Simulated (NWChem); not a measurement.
All runs are NWChem calculations. System: C2H4O2, charge 1, spin multiplicity 2, at the geometry of a parent with another charge or spin, in a state set for the comparison that need not be this species' ground state. Its SCF solution wasn't tested for a lower state.

The NWChem input:

```
start mol
memory heap 200 mb stack 900 mb global 1100 mb
charge 1
geometry units angstroms nocenter noautoz noautosym
  C     -1.374822    -0.303103     0.103078
  O     -0.061601    -0.820880     0.255085
  C      0.930492     0.023026    -0.013095
  O      0.800398     1.159695    -0.365209
  H     -1.554237     0.009771    -0.936282
  H     -2.059927    -1.113157     0.377801
  H     -1.531376     0.566561     0.758260
  H      1.901143    -0.493232     0.141317
end
basis spherical
  * library def2-tzvp
end
dft
  xc xpbe96 cpbe96
  odft
  mult 2
  semidirect memsize 60000000 filesize 0
  iterations 100
end
task dft energy
```

The output up to the point where the run's verdict is printed (cleaned and shortened):

```
             Northwest Computational Chemistry Package (NWChem) 7.3.0
             --------------------------------------------------------

                                NWChem Input Module
                                -------------------

 Scaling coordinates for geometry "geometry" by  1.889725989
 (inverse scale =  0.529177249)

                             Geometry "geometry" -> ""
                             -------------------------

 Output coordinates in angstroms (scale by  1.889725989 to convert to a.u.)

  No.       Tag          Charge          X              Y              Z
 ---- ---------------- ---------- -------------- -------------- --------------
    1 C                    6.0000    -1.37482200    -0.30310300     0.10307800
    2 O                    8.0000    -0.06160100    -0.82088000     0.25508500
    3 C                    6.0000     0.93049200     0.02302600    -0.01309500
    4 O                    8.0000     0.80039800     1.15969500    -0.36520900
    5 H                    1.0000    -1.55423700     0.00977100    -0.93628200
    6 H                    1.0000    -2.05992700    -1.11315700     0.37780100
    7 H                    1.0000    -1.53137600     0.56656100     0.75826000
    8 H                    1.0000     1.90114300    -0.49323200     0.14131700

 Effective nuclear repulsion energy (a.u.)     122.8375435292

            Nuclear Dipole moment (a.u.)
            ----------------------------
        X                 Y               Z
 ---------------- ---------------- ----------------
    -0.0000018897     0.0000018897     0.0000037795


 Summary of "ao basis" -> "" (spherical)
 ------------------------------------------------------------------------------
       Tag                 Description            Shells   Functions and Types
 ---------------- ------------------------------  ------  ---------------------
 *                         def2-tzvp                  on all atoms

  pbe96 is a nonlocal functional; adding pw91lda local functional.

                                 NWChem DFT Module
                                 -----------------
[...]
 d= 0,ls=0.5,diis    75   -228.5040467962 -4.40D-05  1.12D-05  5.92D-04   183.6
                                                     2.54D-05  5.06D-04
 d= 0,ls=0.5,diis    76   -228.5040427378  4.06D-06  4.71D-06  6.87D-04   186.0
                                                     2.38D-05  5.68D-04
 d= 0,ls=0.5,diis    77   -228.5040839475 -4.12D-05  3.04D-06  6.33D-04   188.4
                                                     2.26D-05  5.40D-04
 d= 0,ls=0.5,diis    78   -228.5041396288 -5.57D-05  4.89D-06  5.45D-04   190.8
                                                     2.30D-05  4.83D-04
 d= 0,ls=0.5,diis    79   -228.5042188483 -7.92D-05  7.94D-06  4.12D-04   193.2
                                                     2.21D-05  3.78D-04
 d= 0,ls=0.5,diis    80   -228.5042330407 -1.42D-05  5.91D-06  4.63D-04   195.6
                                                     2.10D-05  3.94D-04
 d= 0,ls=0.5,diis    81   -228.5042538093 -2.08D-05  2.54D-06  4.70D-04   197.9
                                                     2.06D-05  3.94D-04
 d= 0,ls=0.5,diis    82   -228.5042968866 -4.31D-05  3.27D-06  4.08D-04   200.3
                                                     2.04D-05  3.50D-04
 d= 0,ls=0.5,diis    83   -228.5043534272 -5.65D-05  4.65D-06  3.14D-04   202.8
                                                     1.95D-05  2.79D-04
 d= 0,ls=0.5,diis    84   -228.5043737851 -2.04D-05  5.40D-06  3.25D-04   205.2
                                                     1.82D-05  2.79D-04
 d= 0,ls=0.5,diis    85   -228.5043862470 -1.25D-05  3.67D-06  3.35D-04   207.8
                                                     1.73D-05  2.89D-04
 d= 0,ls=0.5,diis    86   -228.5044052796 -1.90D-05  2.60D-06  3.23D-04   210.4
                                                     1.69D-05  2.82D-04
 d= 0,ls=0.5,diis    87   -228.5044279715 -2.27D-05  7.62D-06  3.07D-04   212.9
                                                     1.64D-05  2.67D-04
 d= 0,ls=0.5,diis    88   -228.5044255393  2.43D-06  8.84D-06  3.54D-04   215.2
                                                     1.60D-05  2.94D-04
 d= 0,ls=0.5,diis    89   -228.5044141078  1.14D-05  4.51D-06  4.16D-04   217.8
                                                     1.49D-05  3.38D-04
 d= 0,ls=0.5,diis    90   -228.5044243543 -1.02D-05  2.79D-06  4.13D-04   220.2
                                                     1.43D-05  3.38D-04
 d= 0,ls=0.5,diis    91   -228.5044397662 -1.54D-05  3.23D-06  3.98D-04   222.6
                                                     1.44D-05  3.29D-04
 d= 0,ls=0.5,diis    92   -228.5044742149 -3.44D-05  8.15D-06  3.30D-04   225.1
                                                     1.55D-05  2.76D-04
 d= 0,ls=0.5,diis    93   -228.5045297563 -5.55D-05  1.11D-05  2.13D-04   227.6
                                                     1.83D-05  1.89D-04
 d= 0,ls=0.5,diis    94   -228.5045878938 -5.81D-05  6.94D-06  1.10D-04   229.9
                                                     1.48D-05  1.06D-04
 d= 0,ls=0.5,diis    95   -228.5045913103 -3.42D-06  6.50D-06  1.43D-04   232.4
                                                     1.39D-05  1.21D-04
 d= 0,ls=0.5,diis    96   -228.5045914131 -1.03D-07  6.78D-06  1.69D-04   234.8
                                                     1.31D-05  1.38D-04
 d= 0,ls=0.5,diis    97   -228.5045873296  4.08D-06  6.55D-06  2.02D-04   237.2
                                                     1.24D-05  1.62D-04
 d= 0,ls=0.5,diis    98   -228.5045811447  6.18D-06  2.47D-06  2.37D-04   239.7
                                                     1.17D-05  1.88D-04
 d= 0,ls=0.5,diis    99   -228.5045990312 -1.79D-05  1.28D-06  2.01D-04   242.0
                                                     1.12D-05  1.68D-04
 d= 0,ls=0.5,diis   100   -228.5046130224 -1.40D-05  1.61D-06  1.81D-04   244.4
                                                     1.09D-05  1.54D-04
```

The run did not converge; its last values are not results. The next line reads: Calculation failed to converge. NWChem stopped with the message: dft energy failed.
